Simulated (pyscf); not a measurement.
**Hydrogen abstraction: `[NH2][SiH3]` + `[H]` [doublet] → `[NH2][SiH2]` [doublet] + `[H][H]`**

Gas phase, doublet surface, charge 0. Bonds broken: Si2–H5. Bonds formed: H5–H6. Optimised with ωB97X-D3(BJ)/def2-SVP in PySCF.

Transition state (Å):

```xyz
8

N      0.1733     0.9881    -0.3002
Si    -0.6759    -0.1579     0.6784
H      1.1047     1.2936    -0.0384
H      0.0639     0.9799    -1.3088
H     -0.1472    -1.6489     0.6147
H      0.2719    -2.8252     0.5616
H     -2.0993    -0.2009     0.2331
H     -0.5663     0.2623     2.1060
```

One imaginary mode, 781i cm⁻¹; descent along it reached the two sides named.

```json
[
 {"bond": "Si2–H5", "change": "breaks", "reactant side (Å)": "1.500", "saddle": "1.583", "product side": "3.3"},
 {"bond": "H5–H6", "change": "forms", "reactant side (Å)": "3.5", "saddle": "1.250", "product side": "0.762"}
]
```

Electronic energies relative to the separated reactants (kcal/mol):

| level | barrier | reaction energy | reverse barrier |
|---|---|---|---|
| ωB97X-D3(BJ)/def2-TZVP | 3.8 | -12.4 | 16.2 |
| PBE/def2-TZVP | -1.0 | -16.3 | 15.3 |
| r²SCAN/def2-TZVP | -1.9 | -17.1 | 15.2 |
| B3LYP-D3(BJ)/def2-TZVP | -0.8 | -16.8 | 16.0 |
| PBE0-D3(BJ)/def2-TZVP | 0.9 | -14.0 | 14.9 |
| M06-2X/def2-TZVP | 4.5 | -14.8 | 19.3 |
| ωB97M-D3(BJ)/def2-TZVP | 3.9 | -12.5 | 16.5 |
| HF/def2-TZVP | 12.0 | -6.8 | 18.8 |

With ωB97M-D3(BJ)/def2-TZVP energies and thermal terms (ideal gas, 1 atm, RRHO with modes under 100 cm⁻¹ raised to 100, one conformer, R ln 2 for chiral ones without a mode under 150 cm⁻¹), in kcal/mol:

```tsv
T (K)	ΔH‡	ΔG‡	ΔH	ΔG
298	2.5	8.7	-11.9	-13.0
600	2.2	15.2	-11.8	-14.3
900	2.1	21.7	-12.3	-15.4
1200	2.0	28.3	-12.9	-16.4
```

At PBE, r²SCAN, B3LYP-D3(BJ) this geometry lies under the reactants; that is no barrier but a single point on another level's saddle; such a level's own saddle, if it has one, lies nearer that side and is low. This is the saddle that the search found; another between the same sides may lie lower. The angle at the transferred H is 180°.
